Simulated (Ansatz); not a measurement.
System: 1T (CdI2-type) PtS2. Method: PBEsol in Ansatz (PAW).

Settings: plane-wave cutoff 520 eV, 12×12×8 k mesh (along the axes of the cell as run), scalar-relativistic PAW data made under PBE.

Cell (measured lattice):

```xyz
3
Lattice="3.5420 0.0000 0.0000 -1.7710 3.0675 0.0000 0.0000 0.0000 5.0430" Properties=species:S:1:pos:R:3 pbc="T T T"
Pt     0.0000     0.0000     0.0000
S      0.0000     2.0450     1.2145
S      1.7710     1.0225     3.8285
```

Task: What does this level give for the elastic constant C11, elastic constant C66, polycrystal shear modulus (Hill average), Voigt–Reuss–Hill bulk modulus, Poisson ratio, elastic constant C12, elastic constant C13, elastic constant C33 and elastic constant C44?

Result: 
* **elastic constant C11**: 203 GPa
* **elastic constant C66**: 70.0 GPa
* **polycrystal shear modulus (Hill average)**: 27.2 GPa
* **Voigt–Reuss–Hill bulk modulus**: 37.0 GPa
* **Poisson ratio**: 0.205
* **elastic constant C12**: 62.8 GPa
* **elastic constant C13**: 18.6 GPa
* **elastic constant C33**: 7.26 GPa
* **elastic constant C44**: 22.0 GPa

Note: the cell isn't this level's own, so it is under some stress, which shifts stiffness and frequencies.

Elastic constants are with the ions relaxed.

Spin–orbit coupling is not included.

Static lattice: no zero-point or thermal effects.

Ansatz is an electronic-structure program.
